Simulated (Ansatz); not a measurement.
`[Li][SH]` + CH₃SH → `[Li][S]C` + H₂S at 700 K and 1 bar (ligand exchange at a Li–S bond).

Isolated molecules relaxed with PBE0-D4/def2-TZVP in Ansatz; ΔE leaves out vibrations. CCSD(T)/CBS adds triple-zeta CCSD(T) − MP2 to the extrapolated MP2 energy (def2 sets, frozen cores). This one scheme is used for every species. For Li outer-core shells are correlated without core-valence functions, which leaves a few kJ/mol of doubt a bond.

| species | CCSD(T)/CBS energy (Eh) | H − E (kJ/mol) | S (J/(mol·K)) |
| --- | --- | --- | --- |
| `[Li][SH]` | -405.91799 | 52.2 | 278.9 |
| CH₃SH | -438.22835 | 160.2 | 309.0 |
| `[Li][S]C` | -445.16369 | 147.8 | 357.8 |
| H₂S | -398.97279 | 64.8 | 236.9 |

H − E and S are ideal-gas, rigid-rotor, harmonic terms from PBE0-D4/def2-TZVP, for one conformer and one mirror image of each species. 1 Eh = 2625.50 kJ/mol, R = 8.31446 J/(mol·K).

**Question.** By hand: ΔE, ΔH, ΔS and ΔG.

**Answer.** ΔE = (-445.16369) + (-398.97279) − (-405.91799) − (-438.22835) = 0.00986 Eh = 25.9 kJ/mol. Δ(H − E) = 147.8 + 64.8 − 52.2 − 160.2 = 0.2, so ΔH = 26.1 kJ/mol. ΔS = 357.8 + 236.9 − 278.9 − 309.0 = 6.8 J/(mol·K). ΔG = 26.1 − 700 × (6.8)/1000 = 21.3 kJ/mol.

**Question.** By hand: the equilibrium constant, and the temperature at which ΔG would vanish if ΔH and ΔS stayed fixed.

**Answer.** log₁₀ K = −ΔG/(RT ln 10) = -1.6. ΔG = 0 at ΔH/ΔS = 3838 K, far beyond where these terms or the molecules hold.

The number of gas molecules stays the same, so ΔS is small and ΔH decides. A doubt of 5 kJ/mol in ΔE shifts log₁₀ K by 0.4 here. Other conformers and mirror images would add mixing entropy, several J/(mol·K) or more a flexible species. Modes under 60 cm⁻¹, often nearly free rotors, make the harmonic entropy too high. These are equilibria of isolated gas molecules and say nothing of rates. Largest T1 diagnostic: 0.009 (customary marks: 0.02 for closed shells, 0.045 for open ones).
